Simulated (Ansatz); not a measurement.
System: CH$_{3}$S, charge 0, doublet. CH3S (SMILES [CH2]S, doublet).
B3LYP-D3(BJ)/def2-TZVP minimum from Ansatz (a first-principles code):
```xyz
5

C     -0.0461     1.1066    -0.2404
S     -0.0135    -0.5541     0.1901
H      0.6281    -1.0204    -0.8936
H     -0.5168     1.7811     0.4559
H      0.3815     1.4649    -1.1612
```
Charge 0, spin multiplicity 2.

Total energies in hartree (Ansatz). Open shells are spin-unrestricted; no spin-orbit coupling. Cores are frozen in correlated methods. No relativity. Where a partner has so few electrons that a lower coupled-cluster level is exact, that level stands in.

```tsv
species	HF/cc-pV(T+d)Z	CCSD(T)/cc-pV(T+d)Z	HF/cc-pV(Q+d)Z	CCSD(T)/cc-pV(Q+d)Z	CCSDT(Q)/cc-pV(T+d)Z
1: CH3S (SMILES [CH2]S, doublet)	-437.13154	-437.50973	-437.13813	-437.53984	-437.51153
2: C (triplet)	-37.69157	-37.78076	-37.69331	-37.78654	-37.78126
3: S (triplet)	-397.50938	-397.65444	-397.51264	-397.66785	-397.65537
4: H (doublet)	-0.49981	-0.49981	-0.49995	-0.49995	-0.49981
```

Question: Work out the atomisation energy (electronic, to ground-state atoms) in kcal/mol: take Hartree-Fock from cc-pV(Q+d)Z, extrapolate the CCSD(T) correlation energy as X^-3 (X = 3, 4), and add CCSDT(Q) - CCSD(T) in cc-pV(T+d)Z. 1 hartree = 627.51 kcal/mol.

Answer: 
Species 1: correlation (64·(-0.40171) - 27·(-0.37819))/37 = -0.41887; step -0.00180; E1 = -437.13813 + (-0.41887) + (-0.00180) = -437.55880
Species 2: correlation (64·(-0.09323) - 27·(-0.08919))/37 = -0.09618; step -0.00050; E2 = -37.69331 + (-0.09618) + (-0.00050) = -37.78999
Species 3: correlation (64·(-0.15521) - 27·(-0.14506))/37 = -0.16262; step -0.00093; E3 = -397.51264 + (-0.16262) + (-0.00093) = -397.67619
Species 4: correlation (64·(0.00000) - 27·(0.00000))/37 = 0.00000; step +0.00000; E4 = -0.49995 + (0.00000) + (+0.00000) = -0.49995
-1·E1 +1·E2 +1·E3 +3·E4 = 0.59277 hartree = 372.0 kcal/mol.
